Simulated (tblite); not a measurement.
Question: Give a GFN2-xTB geometry of `C=PCOC`.

Answer: 
```xyz
12
C3H7OP angstrom
C      1.821   -0.400    0.903
P      1.664    0.697   -0.334
C      0.147   -0.023   -1.222
O     -0.789   -0.625   -0.377
C     -1.541    0.298    0.366
H      1.136   -1.223    1.040
H      2.609   -0.290    1.628
H      0.505   -0.803   -1.901
H     -0.316    0.773   -1.826
H     -2.213   -0.280    0.997
H     -0.895    0.924    0.994
H     -2.126    0.951   -0.293
```

Any rigid rotation of these coordinates is as good. Atoms count from 1 in this order. The 2 C–P bonds span 1.661 Å (C1=P2, drawn double) to 1.900 Å (P2–C3, drawn single), a spread of 0.239 Å. Of the pairs four or more bonds apart, O4···H6 is among the closest relative to their van der Waals radii: 2.46 Å, 91 % of the sum of Bondi's values.

Bonds between heavy atoms (Å): C1=P2 1.661, P2–C3 1.900, C3–O4 1.398, O4–C5 1.404.

Computed geometry: GFN2-xTB, gas phase.

Point group: C1 (no symmetry element, even within 0.4 Å). Its GFN2-xTB frequencies are all real (lowest 65 cm⁻¹). The numbers are those of one conformer (C1–P2–C3–O4 34°, P2–C3–O4–C5 74°).
